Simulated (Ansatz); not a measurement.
## Relative stability

The two ends of one reaction step of CH9NSi, closed shell (PBE0-D4/def2-TZVP).

A:

```xyz
12
angstrom
Si -0.7785 -0.6921 -0.3132
N 0.2301 -0.9707 1.0606
H -1.1412 -1.9263 -1.0777
H -2.0454 -0.1170 0.2149
C 0.0799 0.4810 -1.4793
H 0.8638 1.5321 1.8801
H 1.0374 2.2345 2.0740
H -0.1815 -1.3644 1.8922
H 1.1575 -1.3424 0.9240
H 0.2955 1.4316 -0.9871
H 1.0245 0.0578 -1.8321
H -0.5422 0.6759 -2.3565
```

B:

Si1  (-1.244, 0.612, -0.248)
N2  (1.142, -1.150, 1.396)
H3  (-1.685, -0.785, 0.016)
H4  (-2.426, 1.353, -0.776)
C5  (0.166, 0.671, -1.469)
H6  (1.104, -0.507, 2.177)
H7  (-0.876, 1.241, 1.049)
H8  (0.422, -1.846, 1.549)
H9  (2.035, -1.627, 1.444)
H10  (0.471, 1.701, -1.664)
H11  (1.013, 0.121, -1.054)
H12  (-0.122, 0.216, -2.420)
(Å)

Ansatz 0.2.0; basis: def2-TZVPP; cores frozen in the correlated methods. B3LYP uses VWN-RPA correlation.

(1) Which structure is lower at CCSD(T), and by how much? (An estimate is asked for; the value comes from the calculation.)

The T1 diagnostic stays at or below 0.010.

Answers

(1) By the calculation: A, by 16.6 kJ/mol (electronic energy, against the other). By their contacts, A is a complex of CH₇NSi ([CH3][SiH2][NH2]) + H₂ and B is a complex of CH₆Si ([CH3][SiH3]) + NH₃.

All methods give the same order:

```tsv
method	E(B) − E(A) (kJ/mol)
SPW92	16.1
PBE-D4	15.5
BLYP-D4	19.4
r2SCAN-D4	20.2
B97M-V	14.2
PBE0-D4	15.2
B3LYP-D4	18.3
r2SCAN0-D4	19.0
BHLYP-D4	17.4
CAM-B3LYP-D4	18.1
wB97X-V	16.9
wB97M-V	18.3
B2PLYP	18.4
PBE-QIDH	18.2
RPA on PBE	14.3
HF	11.9
MP2	23.4
CCSD	14.8
CCSD(T)	16.6
```

Labels in which every atom is bracketed show which atoms are joined, not bond orders.

For scale, one of the runs: CCSD(T)/def2-TZVPP, 230 basis functions, launched by `ansatz run in.yaml --threads 4 --pin off --events-out ev --progress --plain --max-ram 9574MiB`. Hardware: 4 CPU threads of an Arm Neoverse V2, shared host. Wall time 49 s; peak host memory 3.9 GiB.
